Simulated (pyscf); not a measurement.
This saddle point was located with ωB97X-D3(BJ)/def2-SVP in PySCF.

```xyz
9

N     -1.5444    -0.7900    -0.2862
Si    -0.1183     0.1095    -0.2331
F      1.0064    -1.0808    -0.1865
H     -1.5182    -1.8019    -0.2295
H     -2.4532    -0.3796    -0.4576
H      0.5620     0.5516    -1.7138
H      0.3615     1.0553     0.7790
Cl    -1.4398     2.0392    -1.1215
H     -0.1277     1.1803    -1.7024
```
Charge 0, spin multiplicity 1.

Surface: singlet, charge 0. Lowest wavenumbers (cm⁻¹): 827i, 218, 239, 307, 353.

Task: Name the species on either side of this saddle.

Result: H₂N–SiH₂–F + hydrogen chloride (HCl) <-> H₂N–SiH(F)–Cl + hydrogen (H₂), a four-centre exchange read from left to right: H–Si, Cl–H broken and Cl–Si, H–H formed. At ωB97M-D3(BJ)/def2-TZVP it lies +1.11 eV from the left side and +2.02 eV from the right (each side as separated species at their lowest minima found). On the reactant side the descent ends in a complex (not fully relaxed), 0.24 eV under the separated species and 1.31 eV under the saddle at ωB97X-D3(BJ)/def2-TZVP. One saddle was located; it need not be the lowest between these sides.
